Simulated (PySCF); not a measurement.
## propyne: calculation against experiment

**The experiment to reproduce.**

NIST CCCBDB Release 22 (SRD 101), experimental dipoles lists, for the gas: dipole moment (microwave Stark effect) 0.78 D.

NIST CCCBDB Release 22 (SRD 101), experimental polarizabilities lists, for the gas: mean polarisability 5.55 Å³.

From Wang, Chong, Molecules 2025, 30, 2887 (The role of exchange energy in modeling core-electron binding energies of strongly polar bonds), for the gas: C 1s binding energy of C1 290.37 eV; C 1s binding energy of C3 291.76 eV.

Saethre, Berrah, Bozek, Boerve, Carroll, Kukk, Gard, Winter, Thomas, J. Am. Chem. Soc. 2001, 123, 10729 lists, for the gas: C 1s binding energy of C1 290.374 eV; C 1s binding energy of C3 291.755 eV; C 1s binding energy of C2 290.929 eV.

The runs below try to reproduce these values; the comparison stands at the end.

Propyne, C₃H₄.
Numbering: `[CH:1]#[C:2][CH3:3]` (hydrogens: H4 on C1; H5, H6, H7 on C3)

Structure used (GFN2-xTB), in Å, numbered top down from 1:
```
atom  x, y, z in Å
C1     1.686   -0.123   -0.018
C2     0.493   -0.035   -0.008
C3    -0.948    0.072    0.004
H4     2.731   -0.206   -0.026
H5    -1.380   -0.655   -0.684
H6    -1.251    1.073   -0.302
H7    -1.328   -0.121    1.007
```

Runs made with PySCF (gas phase, on this GFN2-xTB geometry; non-relativistic but for the core-level run):

```json
{"level": "PBE0/pcSseg-1", "job": "shieldings, charges and field gradients", "basis functions": "71", "wall time": "4.6 s"}
{"level": "CAM-B3LYP/def2-SVPD", "job": "8 singlets by full TDDFT, 3 Tamm–Dancoff triplets, polarisability", "basis functions": "92", "wall time": "2.5 s"}
{"level": "B3LYP/pcJ-1", "job": "spin–spin couplings from 7 perturbed nuclei", "basis functions": "121", "wall time": "6.9 s"}
{"level": "delta-SCF UKS SCAN, pcX-2 on the ionised atom, pcseg-1 elsewhere, spin-free X2C", "job": "ΔSCF core ionisation, 3 holes", "basis functions": "93", "wall time": "4.2 s"}
```

Hardware: one thread of an x86-64 server, no GPU, on a shared host.

## Comparison

**Dipole moment.** Measured: 0.78 D (NIST CCCBDB Release 22 (SRD 101), experimental dipoles).

```tsv
level	computed (D)	computed − measured (D)	% (from the printed values)
PBE0/pcSseg-1	0.81	+0.03	+4
CAM-B3LYP/def2-SVPD	0.80	+0.02	+3
B3LYP/pcJ-1	0.79	+0.01	+1
```

Closest is B3LYP/pcJ-1 (+0.01 D), furthest PBE0/pcSseg-1 (+0.03 D); one molecule doesn't rank methods. All 3 levels lie above the measurement. The computed dipoles belong to one fixed geometry; measured ones are averaged over vibrations unless marked μe. Magnitudes are compared, not signs.

**Mean polarisability.** Measured: 5.55 Å³ (NIST CCCBDB Release 22 (SRD 101), experimental polarizabilities).

```
              level  computed (Å³)  computed − measured (Å³)  % (from the printed values)
CAM-B3LYP/def2-SVPD           5.17                     -0.38                           -7
```

The computed values are static and purely electronic, with core orbitals frozen in the response (1 au = 0.148185 Å³). The table of measured values doesn't say here whether a value is static or optical, or holds a vibrational part.

**Core binding energies.** Delta-SCF UKS SCAN, pcX-2 on the ionised atom, pcseg-1 elsewhere, spin-free X2C in PySCF 2.14.0.

```tsv
level and atom	computed (eV)	measured (eV)	computed − measured (eV)
C 1s, C1	290.14	290.37 and 290.374	-0.23
C 1s, C3	291.73	291.76 and 291.755	-0.03
C 1s, C2	290.75	290.929	-0.18
```

Sources, in the order of the opening: Wang, Chong, Molecules 2025, 30, 2887 (The role of exchange energy in modeling core-electron binding energies of strongly polar bonds); Saethre, Berrah, Bozek, Boerve, Carroll, Kukk, Gard, Winter, Thomas, J. Am. Chem. Soc. 2001, 123, 10729. Against the first value of each row the mean signed difference is -0.15 eV and the largest in size -0.23 eV. The computed values are vertical, without vibrational structure; measured positions hang on the energy calibration. Spin contamination (⟨S²⟩ against 0.75 for a pure doublet) is marked for C 1s of C2 (0.85), which makes this value less certain.

The geometry is computed, not the measured one. Where a level misses, the cause wasn't examined.
